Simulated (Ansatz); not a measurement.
Geometry optimisation, RKS revPBE-D4/def2-mTZVP in Ansatz 0.2.0.

The input (input.yaml):

```yaml
crystal:
  periodic: [false, false, false]
  atoms:
    - { symbol: Al, position_ang: [-2.541881, 1.085335, 0.616763] }
    - { symbol: C, position_ang: [0.436088, 0.210467, -0.408426] }
    - { symbol: C, position_ang: [0.720314, -1.108664, 0.313289] }
    - { symbol: H, position_ang: [-0.4537, 0.145944, -1.030413] }
    - { symbol: H, position_ang: [-2.108022, 2.477171, -0.227166] }
    - { symbol: H, position_ang: [1.264651, 0.505803, -1.071116] }
    - { symbol: H, position_ang: [0.29801, 1.043013, 0.302201] }
    - { symbol: H, position_ang: [-0.129383, -1.408764, 0.944813] }
    - { symbol: H, position_ang: [1.60538, -1.026537, 0.96193] }
    - { symbol: H, position_ang: [0.908543, -1.923769, -0.401875] }
basis:
  gaussian: { orbitals: def2-mTZVP }
hamiltonian:
  xc: revpbe
  dispersion: d4
relax:
  f_tol: 0.03
  max_steps: 50
```

Launched with:

```bash
$ ansatz run input.yaml --threads 2 --pin off --max-ram 3072MiB --backend cpu --events-out ev --progress --plain --runs-dir out
```

**Question.** Where does it end, and by what steps?

**Answer.** It converged. After 2 steps the energy has fallen by 0.005 eV; H7 moved furthest, 0.05 Å.

```tsv
step	energy less start (eV)	largest force component (eV/Å)	accepted
0	0.0000	0.423	yes
1	-0.0047	0.157	yes
2	-0.0053	0.029	yes
```

```xyz
10
Properties=species:S:1:pos:R:3
Al -2.514 1.101 0.615
C 0.423 0.205 -0.403
C 0.726 -1.112 0.314
H -0.467 0.119 -1.053
H -2.091 2.498 -0.233
H 1.254 0.523 -1.052
H 0.254 1.032 0.310
H -0.118 -1.424 0.948
H 1.613 -1.019 0.959
H 0.921 -1.921 -0.406
```

Whether the end is a true minimum wasn't checked by a vibrational analysis.

The run took 8.6 s on 2 threads of Arm Neoverse N1 (shared host), peak memory 0.14 GiB.
